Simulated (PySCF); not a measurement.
B₂H₆: adding exact exchange

Base calculation in PySCF with density fitting and no spin–orbit coupling, PBE/def2-TZVP (no relativity): singlet, D2h, B–H 1.197 Å (×4), B–H 1.320 Å (×4); B–H–B 83.3° (×2), H–B–H 96.7° (×2), H–B–H 108.9° (×8), H–B–H 121.7° (×2); wavenumbers 312, 796, 826, 867, 877, 905, 937, 951, 1148, 1153, 1673, 1847, 2000, 2144, 2549, 2561, 2638, 2654 cm⁻¹; gap between the highest occupied and lowest empty levels 5.81 eV, polar-tensor charge of B 0.38 e, atomisation energy (no zero-point energy) 2543 kJ/mol.

Task: What changes on going to PBE0/def2-TZVP (no relativity)?

Result: The point group stays the same. Changes: mean bond to B -0.006 Å, highest wavenumber +59 cm⁻¹, lowest wavenumber +22 cm⁻¹, gap between the highest occupied and lowest empty levels +2.46 eV, polar-tensor charge of B +0.03 e, atomisation energy (no zero-point energy) -4 kJ/mol. The new structure has B–H 1.191 Å (×4), B–H 1.314 Å (×4); B–H–B 83.3° (×2), H–B–H 96.7° (×2), H–B–H 108.9° (×8), H–B–H 121.7° (×2), with wavenumbers 334, 821, 848, 899, 910, 929, 979, 991, 1181, 1190, 1724, 1896, 2041, 2193, 2606, 2620, 2697, 2713 cm⁻¹. Exact exchange shortens and stiffens the bonds and opens the gap, the usual pattern.

Only the bonding shown was studied: isomers, or loss of a ligand pair, can lie lower.
